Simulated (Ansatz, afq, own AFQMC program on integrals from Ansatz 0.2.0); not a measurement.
**Al₂H₄, singlet: AFQMC among the cluster methods**

```yaml
atoms:
  - { symbol: Al, position_ang: [0.0000, 0.0000, 1.3086] }
  - { symbol: Al, position_ang: [0.0000, 0.0000, -1.3086] }
  - { symbol: H, position_ang: [0.0000, 1.3533, 2.1524] }
  - { symbol: H, position_ang: [0.0000, -1.3533, 2.1524] }
  - { symbol: H, position_ang: [0.7311, 1.1388, -2.1524] }
  - { symbol: H, position_ang: [-0.7311, -1.1388, -2.1524] }
```

Connectivity, by distances: AlH2–AlH2.

Basis 6-31G. Only valence electrons are correlated. Ansatz 0.2.0 and our own AFQMC program on the same integrals; the CISD trial comes from CCSD amplitudes, and released means the phaseless constraint is let go. Error bars are statistical, one sigma.

Determinant: RHF, the one that the program's search chose, which needn't be the lowest solution. The geometry is a point of a scan.

No full CI on the walks' own integrals is used here; CCSDTQ serves as the reference and is uncertain by about the last step of the cluster series.

- T1 diagnostic: 0.0114
- weight of the determinant in the CISD state: 0.915
- size of the correlated space: 10 electrons in 24 orbitals

Q: Estimate: order these by the size of their error in total energy against CCSDTQ, smallest first.
A. MP2
B. CCSD
C. phaseless AFQMC with a CISD trial
D. CCSDT(Q)

A: D (0.1 kJ/mol), C (0.9 ± 0.2 kJ/mol), B (5.9 kJ/mol), A (81.6 kJ/mol).

Reference: CCSDTQ, correlation energy -2.798 eV.

A walk keeps the symmetry of its determinant, which the program's search chose and which needn't be the lowest solution, so a lower state of the same spin and another symmetry isn't excluded.
